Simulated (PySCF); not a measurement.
# U-wB97X-V/STO-6G run of AlF2 (SMILES [F][Al][F])

What is the energy change on altering one bond length of AlF2 at U-wB97X-V/STO-6G? The job is set up through a Python script.

The calculation is run with PySCF 2.14.0.

16 further runs of the same task are left out: 2 that didn't finish, 14 set aside as unsound or not needed.

## (1) Starting point

AlF2: 3 atoms, total charge 0, spin state doublet. SMILES: `[F][Al][F]`. The shape is that of a PBE0-D4/def2-TZVP optimisation.

Bond lengths: F1–Al2 1.647 Å, Al2–F3 1.647 Å. Angles: F1–Al2–F3 119.7°.

## (2) The energy at U-wB97X-V/STO-6G

Input file run.py:

```python
from pyscf import gto, dft

system = gto.M(
    atom='F 0.533000 -1.361200 0.136400; Al 0.388700 0.275400 0.245200; F -0.932500 1.021000 -0.394800',
    basis='sto-6g',
    verbose=4,
    spin=1,
    max_memory=1860,
)

mf = dft.UKS(system, xc='wb97x-v')
mf.conv_tol = 1e-10
mf.nlcgrids.level = 1
mf.grids.level = 5
mf.kernel()
if not mf.converged:
    mf = mf.newton().run(mf.mo_coeff, mf.mo_occ)

e_final = mf.e_tot
print(f'total energy: {e_final:.8f} hartree')
```

On the command line:

```console
OMP_NUM_THREADS=1 python run.py
```

Log:

```text
PySCF version 2.14.0

[INPUT] num. atoms = 3
[INPUT] num. electrons = 31
[INPUT] charge = 0
[INPUT] spin (= nelec alpha-beta = 2S) = 1
[INPUT] symmetry False subgroup None
[INPUT] Mole.unit = angstrom
[INPUT] Symbol           X                Y                Z      unit          X                Y                Z       unit  Magmom
[INPUT]  1 F      0.533000000000  -1.361200000000   0.136400000000 AA    1.007224024393  -2.572295200758   0.257758643391 Bohr   0.0
[INPUT]  2 Al     0.388700000000   0.275400000000   0.245200000000 AA    0.734536544618   0.520430574705   0.463360845743 Bohr   0.0
[INPUT]  3 F     -0.932500000000   1.021000000000  -0.394800000000 AA   -1.762169611157   1.929410373181  -0.746063873978 Bohr   0.0

nuclear repulsion = 90.2607529446251
number of shells = 11
number of NR pGTOs = 114
number of NR cGTOs = 19
basis = sto-6g
ecp = {}

******** <class 'pyscf.dft.uks.UKS'> ********
method = UKS
initial guess = minao
damping factor = 0
level_shift factor = 0
DIIS = <class 'pyscf.scf.diis.CDIIS'>
diis_start_cycle = 1
diis_space = 8
diis_damp = 0
SCF conv_tol = 1e-10
SCF conv_tol_grad = None
SCF max_cycles = 50
direct_scf = True
direct_scf_tol = 1e-13
number electrons alpha = 16  beta = 15
XC library pyscf.dft.libxc version 7.0.0
    S. Lehtola, C. Steigemann, M. J.T. Oliveira, and M. A.L. Marques.,  SoftwareX 7, 1–5 (2018)
XC functionals = wb97x-v
    N. Mardirossian and M. Head-Gordon.,  Phys. Chem. Chem. Phys. 16, 9904-9924 (2014)
radial grids:
    Treutler-Ahlrichs [JCP 102, 346 (1995); DOI:10.1063/1.469408] (M4) radial grids

becke partition: Becke, JCP 88, 2547 (1988); DOI:10.1063/1.454033
pruning grids: <function nwchem_prune>
grids dens level: 5
symmetrized grids: False
atomic radii adjust function: <function treutler_atomic_radii_adjust>
** Following is NLC and NLC Grids **
NLC functional = wb97x-v
radial grids:
    Treutler-Ahlrichs [JCP 102, 346 (1995); DOI:10.1063/1.469408] (M4) radial grids

becke partition: Becke, JCP 88, 2547 (1988); DOI:10.1063/1.454033
pruning grids: <function nwchem_prune>
grids dens level: 1
symmetrized grids: False
atomic radii adjust function: <function treutler_atomic_radii_adjust>
small_rho_cutoff = 0
Set gradient conv threshold to 1e-05
tot grids = 130808
tot grids = 16952
init E= -439.833999965161
[... the frontier-level lines of each cycle are left out ...]

cycle= 1 E= -439.869326535757  delta_E= -0.0353  |g|= 0.378  |ddm|= 1.59
cycle= 2 E= -439.956053555682  delta_E= -0.0867  |g|= 0.33  |ddm|= 1.21
cycle= 3 E= -440.032597668098  delta_E= -0.0765  |g|= 0.0195  |ddm|= 0.444
cycle= 4 E= -440.033446460254  delta_E= -0.000849  |g|= 0.00467  |ddm|= 0.0841
cycle= 5 E= -440.033498013802  delta_E= -5.16e-05  |g|= 0.00154  |ddm|= 0.0209
cycle= 6 E= -440.03350404294  delta_E= -6.03e-06  |g|= 0.000439  |ddm|= 0.00703
cycle= 7 E= -440.03350469039  delta_E= -6.47e-07  |g|= 8.77e-05  |ddm|= 0.00256
cycle= 8 E= -440.033504714854  delta_E= -2.45e-08  |g|= 2.31e-05  |ddm|= 0.000445
cycle= 9 E= -440.033504716651  delta_E= -1.8e-09  |g|= 3.89e-06  |ddm|= 0.000131
cycle= 10 E= -440.033504716683  delta_E= -3.21e-11  |g|= 1.88e-06  |ddm|= 1.45e-05
Extra cycle  E= -440.033504716688  delta_E= -5e-12  |g|= 1.14e-06  |ddm|= 5.36e-06
converged SCF energy = -440.033504716688  <S^2> = 0.75321017  2S+1 = 2.0032076
total energy: -440.03350472 hartree
```

Wall time 17 s (1 thread of Arm Neoverse V1, shared host); peak memory 0.2 GiB.

## (3) The distorted shape, same level

Input file job.py:

```python
from pyscf import gto, dft

molecule = gto.M(
    atom=[
    ('F', (1.589985, -1.957694, 0.648412)),
    ('Al', (1.445685, -0.321094, 0.757212)),
    ('F', (-0.932500, 1.021000, -0.394800)),
],
    max_memory=1860,
    basis='sto-6g',
    spin=1,
    charge=0,
    verbose=4,
)

calc0 = dft.UKS(molecule)
calc0.xc = 'wb97x-v'
calc0.grids.level = 5
calc0.nlcgrids.level = 1
calc0.conv_tol = 1e-10
calc0.kernel()
if not calc0.converged:
    calc0 = calc0.newton().run(calc0.mo_coeff, calc0.mo_occ)

energy = calc0.e_tot
print('E = %.10f Eh' % energy)
```

On the command line:

```console
OMP_NUM_THREADS=1 python job.py
```

Log:

```text
PySCF version 2.14.0

[INPUT] num. atoms = 3
[INPUT] num. electrons = 31
[INPUT] charge = 0
[INPUT] spin (= nelec alpha-beta = 2S) = 1
[INPUT] symmetry False subgroup None
[INPUT] Mole.unit = angstrom
[INPUT] Symbol           X                Y                Z      unit          X                Y                Z       unit  Magmom
[INPUT]  1 F      1.589985000000  -1.957694000000   0.648412000000 AA    3.004636192167  -3.699505495704   1.225321095881 Bohr   0.0
[INPUT]  2 Al     1.445685000000  -0.321094000000   0.757212000000 AA    2.731948712392  -0.606779720241   1.430923298234 Bohr   0.0
[INPUT]  3 F     -0.932500000000   1.021000000000  -0.394800000000 AA   -1.762169611157   1.929410373181  -0.746063873978 Bohr   0.0

nuclear repulsion = 69.1011441528895
number of shells = 11
number of NR pGTOs = 114
number of NR cGTOs = 19
basis = sto-6g
ecp = {}

******** <class 'pyscf.dft.uks.UKS'> ********
method = UKS
initial guess = minao
damping factor = 0
level_shift factor = 0
DIIS = <class 'pyscf.scf.diis.CDIIS'>
diis_start_cycle = 1
diis_space = 8
diis_damp = 0
SCF conv_tol = 1e-10
SCF conv_tol_grad = None
SCF max_cycles = 50
direct_scf = True
direct_scf_tol = 1e-13
number electrons alpha = 16  beta = 15
XC library pyscf.dft.libxc version 7.0.0
    S. Lehtola, C. Steigemann, M. J.T. Oliveira, and M. A.L. Marques.,  SoftwareX 7, 1–5 (2018)
XC functionals = wb97x-v
    N. Mardirossian and M. Head-Gordon.,  Phys. Chem. Chem. Phys. 16, 9904-9924 (2014)
radial grids:
    Treutler-Ahlrichs [JCP 102, 346 (1995); DOI:10.1063/1.469408] (M4) radial grids

[... 100 lines left out ...]
converged SCF energy = -439.909812666375  <S^2> = 0.75164409  2S+1 = 2.0016434
E = -439.9098126664 Eh
```

Run time: 29 s. Hardware: 1 thread of Arm Neoverse V1, shared host; peak memory 0.2 GiB.

## (4) Results

Level: U-wB97X-V/STO-6G.

```
                                                          quantity          value
                                         first shape: total energy  -440.03350 Eh
                                        first shape: dipole moment         1.40 D
                   first shape: HOMO energy (highest over α and β)       -3.48 eV
                    first shape: LUMO energy (lowest over α and β)        5.06 eV
                                                 first shape: ⟨S²⟩          0.753
                                     distorted shape: total energy  -439.90981 Eh
                                    distorted shape: dipole moment         0.74 D
               distorted shape: HOMO energy (highest over α and β)       -4.38 eV
                distorted shape: LUMO energy (lowest over α and β)        3.19 eV
                                             distorted shape: ⟨S²⟩          0.752
energy change with the Al2–F3 bond stretched from 1.647 to 2.964 Å       3.366 eV
```

In words: With the Al2–F3 bond stretched from 1.647 to 2.964 Å the energy rises by 3.37 eV (325 kJ/mol). The first shape isn't relaxed at this level, so the change isn't measured from a minimum. The minimal basis adds a large error of its own. Mulliken charges (first shape) run from -0.30 on F1 to +0.61 on Al2; they depend strongly on the basis.
